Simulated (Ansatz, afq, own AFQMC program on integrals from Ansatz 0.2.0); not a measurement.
CH$_{2}$N⁺, singlet: AFQMC among the cluster methods

```yaml
atoms:
  - { symbol: N, position_ang: [0.0000, 0.0000, 0.5108] }
  - { symbol: C, position_ang: [0.0000, 0.0000, -0.7748] }
  - { symbol: H, position_ang: [0.0000, 0.8569, 1.0670] }
  - { symbol: H, position_ang: [0.0000, -0.8569, 1.0670] }
```

Connectivity, by distances: NH2–C.

Basis cc-pVDZ. Noble-gas cores (and the filled d shells of Ga–Kr and In–Xe) are frozen. Ansatz 0.2.0 and our own AFQMC program on the same integrals; the CISD trial comes from CCSD amplitudes, and released means the phaseless constraint is let go. Free AFQMC starts from the CCSD state and is never constrained. Its projection time is finite, and what remains of the start isn't in its error. ± is one standard error of the sampling.

Determinant: RHF, the one that the program's search chose, which needn't be the lowest solution. The geometry is a PBE0/def2-TZVP stationary point of this or a neighbouring charge and spin state.

No full CI on the walks' own integrals is used here; CCSDTQ serves as the reference and is uncertain by about the last step of the cluster series.

Cautions: restricted determinant unstable towards unrestricted (UHF 30 meV lower, ⟨S²⟩ 0.19).

* T1 diagnostic: 0.0183
* weight of the determinant in the CISD state: 0.883
* size of the correlated space: 10 electrons in 36 orbitals

Question: Estimate: order these by the size of their error in total energy against CCSDTQ, smallest first.
A. CCSD(T)
B. phaseless AFQMC with a CISD trial
C. MP2
D. CCSD

Answer: B (0.12 ± 0.12 kcal/mol), A (0.98 kcal/mol), D (7.20 kcal/mol), C (24.72 kcal/mol).

Reference: CCSDTQ, correlation energy -7.994 eV.

A walk keeps the symmetry of its determinant, which the program's search chose and which needn't be the lowest solution, so a lower state of the same spin and another symmetry isn't excluded.
